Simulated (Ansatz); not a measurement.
C₂H₄F₂O₂, SMILES `OCOC(F)F`, relaxed with RKS PBE0-D4/def2-TZVP in Ansatz 0.2.0 from a PBE-D4/def2-SVP geometry. The force threshold is 0.005 eV/Å; the program also tests the step.

Total charge 0; spin multiplicity 1.

Start:

```xyz
10

O     0.973   -1.154   -0.873
C     0.259   -0.987    0.311
O     0.186    0.379    0.734
C    -0.598    1.172   -0.068
F    -1.926    0.952    0.192
F    -0.319    2.454    0.245
H     1.902   -0.915   -0.696
H     0.711   -1.511    1.182
H    -0.761   -1.386    0.127
H    -0.427    0.995   -1.155
```

(1) By how much does the energy fall, and how many steps does the optimiser take? (Best estimate.)

(2) Which bonds change most? (An estimate is asked.)

(3) Give the relaxed structure. (Best estimate.)

Results:

(1) The calculation gave: 4.35 kJ/mol, in 5 steps.

(2) Ansatz gave: C4–H10 from 1.115 to 1.094 Å; C2–H8 from 1.112 to 1.092 Å; C2–H9 from 1.111 to 1.092 Å; C2–O3 from 1.431 to 1.416 Å.

(3) Computed: 
```xyz
10

O     0.977   -1.145   -0.859
C     0.253   -0.978    0.311
O     0.185    0.377    0.718
C    -0.596    1.162   -0.070
F    -1.909    0.947    0.200
F    -0.324    2.434    0.243
H     1.900   -0.934   -0.686
H     0.701   -1.492    1.164
H    -0.747   -1.371    0.119
H    -0.440    1.000   -1.141
```
